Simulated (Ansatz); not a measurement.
A run of Ansatz (development build ahead of 0.2.0) on doublet BH4 at this shape:

```xyz
5

B    -0.0173    0.0858    0.0733
H    -0.1229   -0.9531   -0.8532
H     0.2810    1.0518   -0.5562
H     0.8805   -0.3264    0.7805
H    -1.0908    0.1486    0.6101
```

Its results:

```json
{"Converged": "yes", "Total energy": "-26.84765 hartree", "Spin squared of the determinant": "0.757", "Stability test": "minimum"}
```

Forces (eV/Å):
```tsv
atom	Fx	Fy	Fz
B1	0.430	2.312	2.546
H2	0.007	-0.749	-0.543
H3	-0.012	-0.133	-0.937
H4	-0.030	-0.815	-0.586
H5	-0.395	-0.616	-0.480
```

Task: Which input gives this output? Name the method, the orbitals and the basis set, and write the input.

Result: UHF in def2-SVP.

```yaml
crystal:
  periodic: [false, false, false]
  atoms:
    - { symbol: B, position_ang: [-0.01726, 0.0858, 0.07335] }
    - { symbol: H, position_ang: [-0.12293, -0.9531, -0.85319] }
    - { symbol: H, position_ang: [0.28104, 1.05185, -0.55621] }
    - { symbol: H, position_ang: [0.88049, -0.32641, 0.78048] }
    - { symbol: H, position_ang: [-1.09078, 0.14857, 0.61012] }
basis:
  gaussian: { orbitals: def2-SVP }
magnetization:
  spin_polarized: true
  initial_magnetization: 1
hamiltonian:
  xc: hf
output:
  forces: true
```
